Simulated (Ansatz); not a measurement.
Ansatz (a quantum-chemistry and plane-wave program) input (PBE/6-31G):

Ansatz 0.2 input:
```yaml
crystal:
  periodic: [false, false, false]
  atoms:
    - {symbol: N, position_ang: [-0.00000000, -0.00000000, -1.19434265]}
    - {symbol: N, position_ang: [-0.00000000, -0.00000000, -0.07337328]}
    - {symbol: O, position_ang: [0.00000000, 0.00000000, 1.10925144]}
basis:
  gaussian:
    orbitals: 6-31G
hamiltonian:
  xc: {name: PBE}
output: {forces: true}
magnetization: {spin_polarized: false}
```

Output:

```
Functional definition: PBE
integrals: 0.00 GiB planned
346 factors; integrals over basis functions are off by at most 1.3e-4 eV
mean field: 0.05 GiB planned
mean field evaluation 1: about -5014.9838 eV, gradient 4.0e1 eV
mean field evaluation 2: about -5005.1181 eV, gradient 8.1e1 eV
mean field evaluation 4: about -5017.6026 eV, gradient 1.2e1 eV
mean field evaluation 8: about -5017.8766 eV, gradient 1.1e-1 eV
mean field evaluation 16: about -5017.8766 eV, gradient 3.0e-5 eV
mean field -5017.87664442 eV, -184.4035654435 hartree, gradient 3.0e-5 eV, S^2 0.000000; 0 other end points of the search recorded, 0 dependent functions left out
the calculation of the forces begins
reference -5017.87665410 eV, -184.4035657993 hartree; 11, 11 occupied and 16, 16 virtual orbitals, 346 factors
Total energy: -5017.87665410 eV, -184.4035657993 hartree
Atom 0 at    -0.000000    -0.000000    -1.194343 Å, force    -0.000000    -0.000000    -5.647578 eV/Å
Atom 1 at    -0.000000    -0.000000    -0.073373 Å, force     0.000000     0.000000     1.816595 eV/Å
Atom 2 at     0.000000     0.000000     1.109251 Å, force    -0.000000    -0.000000     3.830983 eV/Å
Dipole moment:     0.000000     0.000000     0.003773 e Å
```
